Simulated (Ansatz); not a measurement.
```yaml
crystal:
  periodic: [false, false, false]
  atoms:
    - {symbol: Al, position_ang: [0.000000, 0.000000, 0.000000]}
    - {symbol: Cl, position_ang: [0.000000, 2.172493, 0.000000]}
    - {symbol: Cl, position_ang: [1.881434, -1.086246, 0.000000]}
    - {symbol: Cl, position_ang: [-1.881434, -1.086246, 0.000000]}
basis:
  gaussian: {orbitals: x2c-TZVPPall}
hamiltonian: {xc: {name: wB97M-V}, dispersion: d2}
output: {forces: true}
```

```sh
$ ansatz run in.yaml --threads 2 --pin off --events-out ev --progress --plain --max-ram 31744MiB --backend cpu
```

How does Ansatz answer? (An estimate is asked.)

Ansatz gave: The program refused the input.
```
Error: YAML parse error: error: line 10 column 48: hamiltonian.dispersion: `d2` is not `none`, `rvv10`, `d3bj`, `d3bjatm`, `d4` or a map `{method: …, s8: …, a1: …, a2_bohr: …}` (numbers without units, a2 in bohr) or `{method: …, functional: …}`
 8 | basis:
 9 |   gaussian: {orbitals: x2c-TZVPPall}
10 | hamiltonian: {xc: {name: wB97M-V}, dispersion: d2}
11 | output: {forces: true}
```
